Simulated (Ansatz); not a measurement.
**AlH, singlet: from triple and quadruple zeta to the limit**

```xyz
2

Al    0.0000    0.0000    0.0000
H     0.0000    0.0000    1.6045
```

Ansatz 0.2.0, RHF determinant, valence electrons correlated. Energies in eV.

```csv
set,X,functions,Hartree–Fock,MP2 correlation,CCSD(T) correlation,time
def2-TZVPP,3,56,-6597.6044,-1.6849,-2.2741,"2.7 s on 1 × NVIDIA H100 80GB HBM3 with 1 thread of AMD EPYC 7R13 Processor (Zen 3), with other jobs on the host"
def2-QZVPP,4,100,-6597.7822,-1.8028,-2.3524,2.6 s on 1 × NVIDIA H100 80GB HBM3 with 1 thread of AMD EPYC 7R13 Processor (Zen 3) (shared host)
```

Hartree–Fock is taken to follow E(X) = E∞ + A·exp(−7.88·√X), correlation E(X) = E∞ + B·X^−2.97.

Cautions: restricted determinant unstable towards unrestricted.

Q: Work out the CCSD(T) energy at the limit, and how far the shortcut misses it that extrapolates MP2 and adds CCSD(T) minus MP2 from the smaller set.

A: Hartree–Fock: E∞ = E4 + 0.1377·(E4 − E3) = -6597.8067. Correlation: E∞ = E4 + 0.7407·(E4 − E3) = -2.4104 for CCSD(T) and -1.8901 for MP2. The limit is -6600.2170 eV, 0.082 eV below def2-QZVPP. The shortcut gives a correlation energy of -1.8901 + (-0.5892) = -2.4793, 69 meV lower than the direct value.

Past Ne part of the Hartree–Fock step between the two sets comes from the cores, which don't follow the formula, so the 24 meV that it adds to the total can overshoot; that part largely cancels in differences.
